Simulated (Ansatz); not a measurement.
`CCCC(C)(C)C`, relaxed with RKS PBE0-D4/def2-TZVP in Ansatz 0.2.0 from a GFN2-xTB geometry. The force threshold is 0.005 eV/Å; the program also tests the step.

Total charge 0; spin multiplicity 1.

Start:

```xyz
23

C    -0.554   -1.664   -2.422
C     0.016   -0.519   -1.591
C    -0.404   -0.644   -0.128
C     0.114    0.453    0.820
C    -0.414    0.145    2.226
C    -0.396    1.832    0.394
C     1.644    0.465    0.861
H    -0.247   -1.572   -3.462
H    -1.641   -1.661   -2.384
H    -0.202   -2.622   -2.045
H    -0.341    0.427   -2.002
H     1.104   -0.532   -1.670
H    -1.496   -0.649   -0.082
H    -0.059   -1.611    0.247
H    -0.064   -0.829    2.562
H    -0.070    0.894    2.936
H    -1.501    0.140    2.235
H     0.031    2.130   -0.559
H    -1.480    1.827    0.302
H    -0.119    2.579    1.135
H     2.028   -0.525    1.098
H     1.994    1.158    1.622
H     2.059    0.778   -0.094
```

```json
{"step": "1", "energy (eV)": "-7514.5919", "largest force (eV/Å)": "0.551", "largest move (Å)": "0.000"}
{"step": "2", "energy (eV)": "-7514.6071", "largest force (eV/Å)": "0.196", "largest move (Å)": "0.020"}
{"step": "3", "energy (eV)": "-7514.6097", "largest force (eV/Å)": "0.024", "largest move (Å)": "0.018"}
{"step": "4", "energy (eV)": "-7514.6099", "largest force (eV/Å)": "0.003", "largest move (Å)": "0.007"}
```

End:

```xyz
23

C    -0.552   -1.660   -2.428
C     0.013   -0.525   -1.590
C    -0.396   -0.636   -0.130
C     0.115    0.454    0.823
C    -0.415    0.142    2.220
C    -0.395    1.829    0.398
C     1.641    0.466    0.865
H    -0.254   -1.574   -3.476
H    -1.645   -1.669   -2.393
H    -0.205   -2.630   -2.062
H    -0.327    0.431   -2.002
H     1.104   -0.524   -1.674
H    -1.492   -0.652   -0.074
H    -0.063   -1.609    0.254
H    -0.065   -0.836    2.563
H    -0.080    0.891    2.944
H    -1.509    0.130    2.232
H     0.003    2.127   -0.574
H    -1.487    1.840    0.334
H    -0.095    2.591    1.123
H     2.034   -0.517    1.141
H     1.999    1.188    1.605
H     2.072    0.743   -0.099
```

Hardware: 3 threads of an AMD EPYC 7R13 on a shared host and a share of an NVIDIA H100 80 GB. Wall time 9 s, peak host memory 0.94 GiB.
